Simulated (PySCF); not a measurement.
# Relaxation of singlet H₄SS

These are results of PySCF, PBE0, basis S def2-TZVP, H def2-TZVP (no relativity, density fitting), not measurements. A (50,194) grid was used.

A hand-made trigonal bipyramidal (ligand arrangement 1) start, of C2v symmetry, held to at least that symmetry:

Coordinates in bohr (charge 0 multiplicity 1):
```
S     0.8165    1.4144    0.0000
S    -0.9597   -1.6623    0.0000
H     0.8165    1.4144    2.5511
H     0.8165    1.4144   -2.5511
H     3.3676    1.4144    0.0000
H    -0.4591    3.6237    0.0000
```

(1) What forces act on the atoms at the start (eV/Å)?

(2) What does it relax to?

(3) How much energy is released, and in how many steps?

## Answers

(1) 
| atom | Fx | Fy | Fz |
| --- | --- | --- | --- |
| S1 | -0.35 | -0.60 | 0.00 |
| S2 | -1.22 | -2.13 | 0.00 |
| H3 | 0.31 | 0.54 | 1.43 |
| H4 | 0.31 | 0.54 | -1.43 |
| H5 | 0.75 | 0.67 | 0.00 |
| H6 | 0.21 | 0.98 | 0.00 |

(2) It ends at C2v with S–H 1.378 Å (×2), S–H 1.416 Å (×2), S–S 1.952 Å; H–S–H 88.6° (×4), H–S–H 96.6°, H–S–H 175.7°, H–S–S 92.2° (×2), H–S–S 131.7° (×2) (after a last refinement on a finer grid). A frequency run shows a minimum. Other isomers or separated fragments may lie lower.

(3) 41.0 kJ/mol in 6 steps.

The relaxation took roughly 23 core-seconds on a shared host.
